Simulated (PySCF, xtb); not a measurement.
N₂, SMILES N#N.

GFN2-xTB (xtb 6.7.1) at its own geometry gives an orbital gap of 4.13 eV and a dipole moment of 0.00 D.

Coordinates come from a PBE0-D3(BJ)/def2-TZVPD optimisation.

**Question.** What does PBE/def2-TZVPD in PySCF give? (An estimate is asked for; the answer gives what the named calculation found.)

**Answer.** gap 8.44 eV (levels -10.26 and -1.81 eV), dipole 0.00 D.
